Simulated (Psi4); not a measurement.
# HO2 (SMILES [O]O): the vertical ionisation energy from total energies

The species is HO2 (3 atoms), meant as a doublet with charge 0. As SMILES, `[O]O`. The shape is that of a PBE0-D4/def2-TZVP optimisation.

```xyz
3

O    -0.3552    0.9419   -0.0887
O    -0.2445   -0.3594   -0.1724
H     0.5997   -0.5826    0.2611
```

Both states at this one shape; open shells run unrestricted unless said. 1 Eh = 27.2114 eV.

```tsv
level	program	doublet HO2 (Eh)	singlet [HO2]+ (Eh)
UB3LYP/def2-TZVPPD	Psi4	-150.978936	-150.521745
U-wB97X-V/def2-TZVPPD	Psi4	-150.924145	-150.471771
```

Task: Work out the vertical ionisation energy at each level.

Result: 
1. UB3LYP/def2-TZVPPD: -150.521745 − (-150.978936) = 0.457191 Eh = 12.44 eV.
2. U-wB97X-V/def2-TZVPPD: -150.471771 − (-150.924145) = 0.452374 Eh = 12.31 eV.

No measured value is set beside it here; the levels span 12.31 to 12.44 eV.
